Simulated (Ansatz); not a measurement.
Process, species as SMILES: ClC(Cl)(Cl)Cl [tetrachloromethane] → Cl[C](Cl)Cl + Cl atom (the C-Cl bond breaks)

Wanted: bond dissociation energy (electronic), in kcal/mol. Conventions: no dispersion term unless named; no spin-orbit coupling; valence correlation only; UHF or UKS for open shells; non-relativistic. CBS marks a two-point X^-3 extrapolation of the correlation energy; Hartree-Fock from the larger set. The bracket is a focal-point correction in the basis named. First-principles rows: single points at B3LYP-D3(BJ) geometries (Ansatz, a first-principles code).

| species | coefficient | E at B3LYP/STO-3G (Ansatz), Eh | E at PBE0/def2-TZVPD (Ansatz), Eh |
|---|---|---|---|
| ClC(Cl)(Cl)Cl | -1 | -1858.32529 | -1878.30485 |
| Cl[C](Cl)Cl | +1 | -1403.09368 | -1418.20405 |
| Cl atom | +1 | -455.11819 | -459.99797 |

Coupled cluster (Ansatz) is a level with limits of its own, used here on species with T1 under 0.025 (0.045 for open shells) and stable references: RI-MP2/CBS(cc-pV(T+d)Z,cc-pV(Q+d)Z)+[CCSD(T)-MP2]/cc-pV(T+d)Z. Value to compare with, RI-MP2/CBS(cc-pV(T+d)Z,cc-pV(Q+d)Z)+[CCSD(T)-MP2]/cc-pV(T+d)Z (Ansatz): 70.6 kcal/mol. 1 Eh = 627.5095 kcal/mol.

Problem. Compute it at each level from the table, and compare with RI-MP2/CBS(cc-pV(T+d)Z,cc-pV(Q+d)Z)+[CCSD(T)-MP2]/cc-pV(T+d)Z (Ansatz).

Solution. 
- B3LYP/STO-3G: the sum of coefficient times E is 0.11342 Eh, or 71.17 kcal/mol. Result: 71.2 kcal/mol. Its difference against RI-MP2/CBS(cc-pV(T+d)Z,cc-pV(Q+d)Z)+[CCSD(T)-MP2]/cc-pV(T+d)Z (Ansatz) is 0.6 kcal/mol.
- PBE0/def2-TZVPD: the sum of coefficient times E is 0.10283 Eh, or 64.53 kcal/mol. Result: 64.5 kcal/mol. Its difference against RI-MP2/CBS(cc-pV(T+d)Z,cc-pV(Q+d)Z)+[CCSD(T)-MP2]/cc-pV(T+d)Z (Ansatz) is -6.1 kcal/mol.
